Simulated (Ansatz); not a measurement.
Level of theory: B3LYP-D3(BJ)/def2-SVP in Ansatz (a quantum-chemistry and plane-wave program). No frequencies were computed at this level.

Ansatz 0.2 input:
```yaml
crystal:
  periodic: [false, false, false]
  atoms:
    - { symbol: C, position_ang: [-1.151448, 0.153353, -0.1433] }
    - { symbol: O, position_ang: [0.080755, 0.0786, -0.811002] }
    - { symbol: C, position_ang: [1.159949, -0.145079, 0.057931] }
    - { symbol: H, position_ang: [-1.910065, 0.326851, -0.903545] }
    - { symbol: H, position_ang: [-1.374394, -0.780805, 0.388408] }
    - { symbol: H, position_ang: [-1.163843, 0.979091, 0.579938] }
    - { symbol: H, position_ang: [1.256986, 0.666528, 0.790697] }
    - { symbol: H, position_ang: [2.055626, -0.185171, -0.558291] }
    - { symbol: H, position_ang: [1.046437, -1.093368, 0.599164] }
basis:
  gaussian: { orbitals: def2-svp }
hamiltonian:
  xc: b3lyp
  dispersion: d3bj
relax:
  max_steps: 150
```

Output:

```
Functional definition: B3LYP
800 factors; integrals over basis functions are off by at most 2.3e-4 eV
mean field evaluation 1: about -4210.6907 eV, gradient 4.4e1 eV
mean field evaluation 2: about -4208.9486 eV, gradient 5.3e1 eV
mean field evaluation 4: about -4215.2796 eV, gradient 2.2e0 eV
mean field evaluation 8: about -4215.2855 eV, gradient 2.9e-2 eV
mean field -4215.28551190 eV, -154.9088853392 hartree, gradient 3.7e-5 eV, S^2 0.000000; 0 other end points of the search recorded, 0 dependent functions left out
reference -4215.28570436 eV, -154.9088924120 hartree; 13, 13 occupied and 59, 59 virtual orbitals, 800 factors
relax step   1: F+E_penalty+E_count = -4215.47026000 eV  Δ(F+E_penalty+E_count) = +0.000e0 eV  max|allowed force component| = 5.772e-1 eV/Å  Δτ_max = 0.0000 Å  (24 SCF iters, accepted)
these checks for a lower state are left out or cut short: starts, cluster_reference, orbital_swaps, neighbouring_geometries, increment
800 factors; integrals over basis functions are off by at most 2.4e-4 eV
mean field evaluation 16: about -4215.3076 eV, gradient 1.8e-3 eV
mean field -4215.30485752 eV, -154.9095962777 hartree, gradient 4.1e-5 eV, S^2 0.000000; 0 other end points of the search recorded, 0 dependent functions left out
reference -4215.30505044 eV, -154.9096033672 hartree; 13, 13 occupied and 59, 59 virtual orbitals, 800 factors
relax step   2: F+E_penalty+E_count = -4215.48888422 eV  Δ(F+E_penalty+E_count) = -1.862e-2 eV  max|allowed force component| = 2.630e-1 eV/Å  Δτ_max = 0.0174 Å  (24 SCF iters, accepted)
these checks for a lower state are left out or cut short: starts, cluster_reference, orbital_swaps, neighbouring_geometries, increment
800 factors; integrals over basis functions are off by at most 2.4e-4 eV
mean field -4215.30720929 eV, -154.9096827037 hartree, gradient 4.1e-5 eV, S^2 0.000000; 0 other end points of the search recorded, 0 dependent functions left out
reference -4215.30740230 eV, -154.9096897965 hartree; 13, 13 occupied and 59, 59 virtual orbitals, 800 factors
relax step   3: F+E_penalty+E_count = -4215.49107704 eV  Δ(F+E_penalty+E_count) = -2.193e-3 eV  max|allowed force component| = 8.234e-2 eV/Å  Δτ_max = 0.0049 Å  (24 SCF iters, accepted)
these checks for a lower state are left out or cut short: starts, cluster_reference, orbital_swaps, neighbouring_geometries, increment
800 factors; integrals over basis functions are off by at most 2.4e-4 eV
mean field evaluation 32: about -4215.3073 eV, gradient 1.1e-5 eV
mean field -4215.30729276 eV, -154.9096857709 hartree, gradient 1.1e-5 eV, S^2 0.000000; 0 other end points of the search recorded, 0 dependent functions left out
reference -4215.30748573 eV, -154.9096928624 hartree; 13, 13 occupied and 59, 59 virtual orbitals, 800 factors
relax step   4: F+E_penalty+E_count = -4215.49122715 eV  Δ(F+E_penalty+E_count) = -1.501e-4 eV  max|allowed force component| = 7.266e-3 eV/Å  Δτ_max = 0.0015 Å  (21 SCF iters, accepted)
800 factors; integrals over basis functions are off by at most 2.4e-4 eV
mean field -4215.30729276 eV, -154.9096857709 hartree, gradient 1.1e-5 eV, S^2 0.000000; 1 other end points of the search recorded, 0 dependent functions left out
reference -4215.30748573 eV, -154.9096928624 hartree; 13, 13 occupied and 59, 59 virtual orbitals, 800 factors
Total energy: -4215.49142013 eV, -154.9164523269 hartree
Atom 0 at    -1.149399     0.154021    -0.151692 Å, force    -0.000921     0.000901    -0.007266 eV/Å
Atom 1 at     0.081121     0.078956    -0.814673 Å, force    -0.000571    -0.000556     0.005736 eV/Å
Atom 2 at     1.159592    -0.144100     0.049330 Å, force     0.002340     0.000480    -0.006982 eV/Å
Atom 3 at    -1.931360     0.329591    -0.905312 Å, force     0.002489    -0.000843     0.005006 eV/Å
Atom 4 at    -1.388638    -0.784144     0.391887 Å, force    -0.001212     0.002326    -0.000146 eV/Å
Atom 5 at    -1.176999     0.984841     0.584408 Å, force    -0.001717    -0.001894    -0.000605 eV/Å
Atom 6 at     1.270210     0.668874     0.797462 Å, force     0.001261    -0.002279    -0.000346 eV/Å
Atom 7 at     2.076903    -0.187928    -0.556352 Å, force    -0.003435    -0.000078     0.004490 eV/Å
Atom 8 at     1.058573    -1.100112     0.604941 Å, force     0.001766     0.001942     0.000113 eV/Å
Dipole moment:    -0.025161    -0.024490     0.252687 e Å
```

Cost: about 10 core-seconds (a rough figure).
